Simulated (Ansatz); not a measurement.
**How far each method lies from UCCSDT(Q) for AlGaHF⁺ (H-bridged), doublet**

Geometry: that of the AlGaHF (H-bridged), singlet, kept fixed.

```yaml
atoms:
  - { symbol: F, position_ang: [0.0000, 0.2780, 2.8734] }
  - { symbol: Al, position_ang: [0.0000, -0.3368, 1.3309] }
  - { symbol: Ga, position_ang: [0.0000, 0.0372, -1.2999] }
  - { symbol: H, position_ang: [0.0000, 1.2041, 0.1341] }
```

Basis cc-pVDZ; Ansatz 0.2.0. Correlated methods freeze the noble-gas cores and the filled d shells of p-block atoms, which leaves 13 electrons in 44 orbitals. Prefix R: restricted or restricted open-shell reference; prefix U: unrestricted. Active spaces: frontier = (9e, 9o) about the gap. No spin–orbit coupling is included, and no scalar relativity.

Full CI isn't at hand for all of this; UCCSDT(Q) serves as the reference, and is uncertain by about the last step of the cluster series. The frozen core follows each run's orbitals, which can shift R against U totals by a few meV for light atoms and by up to 0.1 eV past Ca.

The UHF ⟨S²⟩ is 0.774 and the T1 diagnostic (RCCSD) is 0.0276. The largest doubles amplitude (RCCSD) is 0.066. The T1 diagnostic (UCCSD) is 0.0263.

```csv
level,E − E(UHF) (eV)
UMP2,-7.4658
UCCSD,-8.1200
UCCSD(T),-8.2926
```

Estimate how far UCCSDT(Q) in cc-pVDZ lies from UCCSD(T). The table doesn't fix it; the size of (T) and the diagnostics are the guide.

UCCSDT(Q) in cc-pVDZ lies 4.4 kJ/mol below UCCSD(T), which is 27 % of the (T) step (-16.7 kJ/mol). The diagnostics give no warning, yet the rest is a sizeable part of (T). The miss exceeds 1 kcal/mol.

The other levels:

| level | E − E(UCCSDT(Q)) (kJ/mol) | wall time |
| --- | --- | --- |
| UCCSDT | 1.8 | – |

Run but not shown, since their state, orbitals or frozen core can't be matched to the reference's or they repeat it: RHF, RMP2, RCCSD, RCCSD(T), BCCD(T), RCCSDT, RCCSDT(Q), CASSCF (frontier space), MRCISD (frontier space), MRCISD+Q (frontier space).
